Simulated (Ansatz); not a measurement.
# CH5NO2, SMILES NC(O)O: a rigid scan of one bond length

With Ansatz's Python interface.

Notebook, run cell by cell (the value of a cell's last expression is shown):

```python
import ansatz as az
import numpy as np
```

```python
geometry_ang = [
    ('N', [-0.388, 0.9418, -0.3775]),
    ('C', [0.2676, -0.1663, 0.0557]),
    ('O', [-0.1998, -1.2595, -0.6943]),
    ('O', [-0.0029, -0.3542, 1.3814]),
    ('H', [-0.4029, 0.9609, -1.4236]),
    ('H', [0.0777, 1.828, -0.097]),
    ('H', [1.3817, -0.0516, -0.0449]),
    ('H', [0.3151, -1.9969, -0.2644]),
    ('H', [-0.9599, 0.0515, 1.4475]),
]
ch5no2 = az.Crystal.molecule()
for symbol, xyz in geometry_ang:
    ch5no2 = ch5no2.atom(symbol, xyz)

symbols = [site.symbol for site in ch5no2.cartesian_sites]
start = np.array([site.position_ang for site in ch5no2.cartesian_sites])
axis = (start[4] - start[0]) / np.linalg.norm(start[4] - start[0])
moving = [4]
lengths, energies = [0.89, 0.96, 1.05, 1.15, 1.31, 1.57, 1.88, 2.3], []
for length in lengths:
    xyz = start.copy()
    xyz[moving] += (length - np.linalg.norm(start[4] - start[0])) * axis
    point = az.Crystal.molecule()
    for symbol, place in zip(symbols, xyz):
        point = point.atom(symbol, place.tolist())
    setup = (
        point.calculation()
        .basis(gaussian='def2-SVP')
        .functional('r2scan', dispersion='d4')
        .spin('collinear')
    )
    data = setup.run(threads=1).report
    energies.append(data['free_energy_ev'])
    print(f'r = {length:6.3f} A  E = {energies[-1]:.5f} eV  <S^2> = {abs(data["mean_field"]["state"]["spin_squared"]):.3f}')
```

    r =  0.890 A  E = -6693.01176 eV  <S^2> = 0.000
    r =  0.960 A  E = -6693.42275 eV  <S^2> = 0.000
    r =  1.050 A  E = -6693.49947 eV  <S^2> = 0.000
    r =  1.150 A  E = -6693.23976 eV  <S^2> = 0.000
    r =  1.310 A  E = -6692.48410 eV  <S^2> = 0.000
    r =  1.570 A  E = -6691.08508 eV  <S^2> = 0.000
    r =  1.880 A  E = -6689.78342 eV  <S^2> = 0.392
    r =  2.300 A  E = -6689.13434 eV  <S^2> = 0.810

```python
print('energy above the lowest point (eV):', [round(e - min(energies), 3) for e in energies])
```

    energy above the lowest point (eV): [0.488, 0.077, 0.0, 0.26, 1.015, 2.414, 3.716, 4.365]

Total energies depend on the basis set; only differences at equal settings carry meaning. The rest of the molecule is held rigid at a force-field or estimated start geometry, and the basis set is modest; single-reference methods fail as a bond breaks. The expectation value of S² is noticeably off S(S+1) in at least one run, so that state is spin-contaminated. The whole script took 100 s on 1 thread of Arm Neoverse N1, on a shared host, peak memory 0.28 GiB.
